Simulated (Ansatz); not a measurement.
`FC1=CC(F)S1` from Hartree–Fock to CCSD(T)

Cartesian coordinates in Å:
```
F 1.1054 2.1108 -0.6227
C 0.6165 0.9275 -0.3638
C -0.2687 0.4961 0.5300
C -0.3346 -0.9042 0.0134
F 0.0127 -1.8845 0.8846
S 0.9634 -0.5333 -1.2778
H -0.8289 0.9769 1.3170
H -1.2658 -1.1893 -0.4806
```

Charge 0, multiplicity 1. The geometry is a stationary point of PBE0-D4/def2-TZVP. Frozen core, restricted reference, the Gaussian-basis code of Ansatz. CBS rows extrapolate triple and quadruple zeta; past MP2 they add the triple-zeta difference.

```csv
basis,HF (Eh),MP2 corr.
def2-SVP,-710.71889,-0.88164
def2-TZVPP,-711.24591,-1.13429
def2-QZVPP,-711.27058,-1.22870
```

**Question.** Estimate the CCSD correlation energy and the (T) correction in each basis where they were run (hartree).

**Answer.** 
```
     basis  CCSD corr.       (T)
  def2-SVP    -0.91430  -0.02891
def2-TZVPP    -1.15709  -0.05048
 CBS(def2)    -1.32143     as TZ
```
